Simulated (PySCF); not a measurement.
# Frontier orbitals and the lowest excitations

C5H5Cl.
Structure used (GFN2-xTB), in Å, numbered top down from 1:
```xyz
11
C5H5Cl angstrom
C     -1.8194    0.0347    0.0496
C     -0.5151   -0.6691    0.2797
C      0.6527   -0.1320    0.0261
C      1.5060    0.9696   -0.4390
C      2.1013   -0.1378   -0.0237
Cl     3.5279   -0.9716    0.2525
H     -2.4353   -0.5253   -0.6540
H     -2.3746    0.1203    0.9836
H     -1.6502    1.0310   -0.3495
H     -0.5711   -1.6720    0.6785
H      1.5832    1.9547   -0.8300
```

Method: PySCF 2.14.0, density-fitted response routines, TDDFT CAM-B3LYP/def2-SVPD, vertical, gas phase, core orbitals frozen in the response.

Kohn–Sham orbitals with the atoms that hold most of them (Löwdin shares over 4%, at most four atoms; ? is withheld):

| orbital | ε (eV) | atoms |
| --- | --- | --- |
| LUMO+2 | 1.63 | Cl6 43%, C4 18%, H11 16%, C1 7% |
| LUMO+1 | 1.14 | Cl6 44%, C5 15%, C4 13%, C3 8% |
| LUMO | 0.47 | C4 36%, C5 33%, Cl6 14%, H11 9% |
| HOMO | ? | ? |
| HOMO-1 | -9.94 | ? |
| HOMO-2 | -10.94 | Cl6 50%, C5 15%, C3 13%, C4 11% |
| HOMO-3 | -11.01 | Cl6 37%, C4 17%, C2 12%, C3 9% |

**Question.** Which atoms hold the HOMO, and with what shares?

**Answer.** C2 (bonded to 2 C and H) 33%; C3 (bonded to 3 C) 23%; C4 (bonded to 2 C and H) 13%; C5 (bonded to 2 C and Cl) 10%.

**Question.** Give the leading atoms of the HOMO-1.

**Answer.** Cl6 (bonded to C) 28%; C3 (bonded to 3 C) 20%; C5 (bonded to 2 C and Cl) 16%; C4 (bonded to 2 C and H) 10%. By element: carbon 46% or more, chlorine 28%.

**Question.** What is the HOMO energy, and the HOMO–LUMO gap?

**Answer.** ε(HOMO) = -7.22 eV; the gap is 7.68 eV (0.2824 hartree).

**Question.** How does S1 compare with the orbital gap of 7.68 eV?

**Answer.** S1 is at 4.47 eV (f = 0.027), 3.21 eV below the gap, made of HOMO→LUMO (98%). 

**Question.** One configuration dominates each of S1, S2 and S4. Which, and how do the shares of the two leading atoms of either orbital change from the occupied to the empty one?

**Answer.** 
- S1 (4.47 eV, f 0.027), HOMO→LUMO (98%): C2 33% → at most 8%, C3 23% → at most 8%, C4 13% → 36%, C5 10% → 33%
- S2 (5.40 eV, f 0.0007), HOMO→LUMO+1 (90%): C2 33% → at most 9%, C3 23% → 8%, Cl6 at most 11% → 44%, C5 10% → 15%
- S4 (6.34 eV, f 0.0001), HOMO-1→LUMO (84%): Cl6 28% → 14%, C3 20% → at most 8%, C4 10% → 36%, C5 16% → 33%

Löwdin shares depend on the basis, the more so with diffuse functions.
